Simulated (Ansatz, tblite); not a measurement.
Removing and adding an electron: the cluster Mg₂H. The state is a doublet with charge 0. Geometry: PBE0-D4/def2-TZVP. Ansatz, gas phase; energy differences of separate SCF runs; the oxidised species is a singlet (the triplet lies 1.91 eV higher at PBE0-D4/def2-TZVP); the reduced species is a singlet (the triplet lies 0.17 eV higher at PBE0-D4/def2-TZVPD).

```xyz
3

Mg    0.625    0.702    2.437
Mg   -0.101   -0.122   -0.409
H    -0.524   -0.580   -2.028
```

The xTB rows come from tblite. Correlated methods freeze 2 core orbitals; core or outer-core shells of Mg are correlated, in sets that lack core-valence functions. The structure comes from a short search, and lower isomers may exist.

(1) Estimate orbital energies and vertical ionisation energies and electron affinities at: GFN1-xTB; GFN2-xTB; PBE-D4/def2-TZVP; PBE-D4/def2-TZVPD; r2SCAN-D4/def2-TZVP; PBE0-D4/def2-TZVP; PBE0-D4/def2-TZVPD; MP2/def2-TZVPD; MP2/def2-TZVPP; CCSD/def2-TZVPD; CCSD/def2-TZVPP; CCSD(T)/def2-TZVPD; CCSD(T)/def2-TZVPP.

Results:

(1) 
```json
{"level": "GFN1-xTB", "−HOMO (eV)": "–", "vertical IE (eV)": "11.61", "−LUMO (eV)": "–", "vertical EA (eV)": "4.90", "HOMO–LUMO gap (eV)": "–", "IE − EA (eV)": "6.70", "remarks": "–"}
{"level": "GFN2-xTB", "−HOMO (eV)": "–", "vertical IE (eV)": "8.62", "−LUMO (eV)": "–", "vertical EA (eV)": "2.21", "HOMO–LUMO gap (eV)": "–", "IE − EA (eV)": "6.41", "remarks": "–"}
{"level": "PBE-D4/def2-TZVP", "−HOMO (eV)": "3.48", "vertical IE (eV)": "5.83", "−LUMO (eV)": "2.59", "vertical EA (eV)": "–", "HOMO–LUMO gap (eV)": "0.89", "IE − EA (eV)": "–", "remarks": "restricted SCF unstable in HF (+1 singlet)"}
{"level": "PBE-D4/def2-TZVPD", "−HOMO (eV)": "3.48", "vertical IE (eV)": "–", "−LUMO (eV)": "2.60", "vertical EA (eV)": "0.72", "HOMO–LUMO gap (eV)": "0.88", "IE − EA (eV)": "–", "remarks": "HOMO above zero (-1 singlet), restricted SCF unstable in HF (-1 singlet)"}
{"level": "r2SCAN-D4/def2-TZVP", "−HOMO (eV)": "3.70", "vertical IE (eV)": "5.90", "−LUMO (eV)": "2.16", "vertical EA (eV)": "–", "HOMO–LUMO gap (eV)": "1.54", "IE − EA (eV)": "–", "remarks": "restricted SCF unstable in HF (+1 singlet)"}
{"level": "PBE0-D4/def2-TZVP", "−HOMO (eV)": "4.18", "vertical IE (eV)": "5.88", "−LUMO (eV)": "1.95", "vertical EA (eV)": "–", "HOMO–LUMO gap (eV)": "2.23", "IE − EA (eV)": "–", "remarks": "restricted SCF unstable in HF (+1 singlet)"}
{"level": "PBE0-D4/def2-TZVPD", "−HOMO (eV)": "4.18", "vertical IE (eV)": "–", "−LUMO (eV)": "1.96", "vertical EA (eV)": "0.68", "HOMO–LUMO gap (eV)": "2.23", "IE − EA (eV)": "–", "remarks": "HOMO above zero (-1 singlet), restricted SCF unstable in HF (-1 singlet)"}
{"level": "MP2/def2-TZVPD", "−HOMO (eV)": "–", "vertical IE (eV)": "–", "−LUMO (eV)": "–", "vertical EA (eV)": "0.54", "HOMO–LUMO gap (eV)": "–", "IE − EA (eV)": "–", "remarks": "restricted SCF unstable (-1 singlet)"}
{"level": "MP2/def2-TZVPP", "−HOMO (eV)": "–", "vertical IE (eV)": "5.61", "−LUMO (eV)": "–", "vertical EA (eV)": "–", "HOMO–LUMO gap (eV)": "–", "IE − EA (eV)": "–", "remarks": "restricted SCF unstable (+1 singlet)"}
{"level": "CCSD/def2-TZVPD", "−HOMO (eV)": "–", "vertical IE (eV)": "–", "−LUMO (eV)": "–", "vertical EA (eV)": "0.70", "HOMO–LUMO gap (eV)": "–", "IE − EA (eV)": "–", "remarks": "restricted SCF unstable (-1 singlet)"}
{"level": "CCSD/def2-TZVPP", "−HOMO (eV)": "–", "vertical IE (eV)": "5.67", "−LUMO (eV)": "–", "vertical EA (eV)": "–", "HOMO–LUMO gap (eV)": "–", "IE − EA (eV)": "–", "remarks": "restricted SCF unstable (+1 singlet)"}
{"level": "CCSD(T)/def2-TZVPD", "−HOMO (eV)": "–", "vertical IE (eV)": "–", "−LUMO (eV)": "–", "vertical EA (eV)": "0.75", "HOMO–LUMO gap (eV)": "–", "IE − EA (eV)": "–", "remarks": "restricted SCF unstable (-1 singlet)"}
{"level": "CCSD(T)/def2-TZVPP", "−HOMO (eV)": "–", "vertical IE (eV)": "5.69", "−LUMO (eV)": "–", "vertical EA (eV)": "–", "HOMO–LUMO gap (eV)": "–", "IE − EA (eV)": "–", "remarks": "restricted SCF unstable (+1 singlet)"}
```

Relaxing the oxidised species (PBE0-D4/def2-TZVP) changes its energy by -0.03 eV at PBE0-D4/def2-TZVP, so the adiabatic ionisation energy to this nearest minimum is 5.85 eV. At PBE-D4/def2-TZVP it is 5.81 eV.  Run but left out: HF/def2-TZVPP (charge +1 singlet: restricted singlet, unstable towards broken spin symmetry); HF/def2-TZVPD (charge -1 singlet: restricted singlet, unstable towards broken spin symmetry); r2SCAN-D4/def2-TZVPD (charge -1 singlet: restricted singlet with a triplet 0.03 eV lower at the same geometry).   A HOMO above zero means that the electron is unbound at that level or that self-interaction error raises the level; the energy of removing that electron tells which. HOMO and LUMO are the levels of the spin that leaves or enters (xTB has no such levels and no spin-polarisation term). Other spin states of the ions may lie lower, which would lower the ionisation energy or raise the affinity. Raw xTB energy differences between charge states are shifted by several eV; the methods need an empirical correction for them.
